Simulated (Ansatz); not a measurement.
Cost and result for the atomization energy of `C=C[SiH3]` (9 atoms, 8 bonds).

Cartesian coordinates in Å:
```
C 0.0418 0.6076 1.4191
C 0.4523 -0.2685 0.5064
Si -0.2201 -0.3210 -1.2263
H -0.7199 1.3497 1.1961
H 0.4452 0.6251 2.4278
H 1.2191 -0.9868 0.7933
H 0.8647 -0.1051 -2.2222
H -1.2470 0.7436 -1.3788
H -0.8362 -1.6446 -1.5154
```

The species carries charge 0 and has multiplicity 1. Geometry: relaxed with PBE0-D4/def2-TZVP. Program: Ansatz. All runs use 2 threads of a server CPU on a shared host. Times are those of one run each, without the atoms' runs, and a repeat can differ threefold. Electronic energies, without spin–orbit coupling; frozen cores. CCSD(T)/CBS adds CCSD(T) − MP2 in def2-TZVPP to the MP2 limit, and its time is that of the two runs behind it. T1 = 0.011. B3LYP takes the VWN-RPA correlation (the form of Gaussian; ORCA's B3LYP/G). HSE06 is the plane-wave form, built on full-range PBE exchange.

CCSD(T)/CBS is a level of theory with its own doubt, some kJ/mol a heavy atom from the limit and from the frozen cores, so smaller differences don't rank the functionals.

| level | functions | atomization (kJ/mol) | difference from CCSD(T)/CBS | per bond |
| --- | --- | --- | --- | --- |
| ωB97M-V/def2-TZVPP (with forces) | 188 | 3241.7 | 4.8 | 0.6 |
| ωB97X-V/def2-TZVPP | 188 | 3242.4 | 5.5 | 0.7 |
| B3LYP-D4/def2-TZVPP (with forces) | 188 | 3243.2 | 6.3 | 0.8 |
| CAM-B3LYP-D4/def2-TZVPP | 188 | 3249.4 | 12.5 | 1.6 |
| r2SCANh-D4/def2-TZVPP | 188 | 3223.5 | -13.4 | -1.7 |
| MP2/def2-QZVPP | 364 | 3215.1 | -21.8 | -2.7 |
| HSE06-D4/def2-TZVPP | 188 | 3230.9 | -6.0 | -0.7 |
| PBE-D4/def2-TZVPP (with forces) | 188 | 3259.0 | 22.1 | 2.8 |
| r2SCAN-D4/def2-TZVPP (with forces) | 188 | 3235.5 | -1.4 | -0.2 |
| CCSD(T)/def2-SVP | 76 | 3084.4 | -152.5 | -19.1 |
| CCSD(T)/CBS(def2) | – | 3236.9 | 0.0 | 0.0 |
| CCSD(T)/def2-TZVPP | 188 | 3165.1 | -71.8 | -9.0 |
| B2PLYP/def2-TZVPP | 188 | 3207.1 | -29.8 | -3.7 |

(1) Order the runs by time, with rough figures. (An estimate is asked.)

Results:

(1) The calculation gave: CCSD(T)/def2-SVP 1.4 s; PBE-D4/def2-TZVPP (with forces) 1.9 s; HSE06-D4/def2-TZVPP 2.2 s; CAM-B3LYP-D4/def2-TZVPP 2.2 s; B3LYP-D4/def2-TZVPP (with forces) 2.6 s; r2SCAN-D4/def2-TZVPP (with forces) 2.8 s; r2SCANh-D4/def2-TZVPP 2.9 s; B2PLYP/def2-TZVPP 3.1 s; ωB97X-V/def2-TZVPP 5.5 s; ωB97M-V/def2-TZVPP (with forces) 6.5 s; MP2/def2-QZVPP 12 s; CCSD(T)/def2-TZVPP 19 s; CCSD(T)/CBS(def2) 30 s.

At CCSD(T), def2-SVP lies −152.5 kJ/mol from the extrapolated value and def2-TZVPP −71.8 kJ/mol: correlation converges slowly with the basis, and small sets miss more of it in the bonded molecule than in its fragments. The D4 term adds +22.9 kJ/mol with B3LYP and +11.8 kJ/mol with PBE0; it sums over pairs of atoms, weighted by their polarisabilities, and B3LYP, whose exchange is more repulsive, gets the larger term. From PBE to PBE0 (25 % exact exchange), in def2-TZVPP and without D4, the atomization energy moves by −27.6 kJ/mol: exact exchange takes away binding that semilocal exchange gives to molecules.
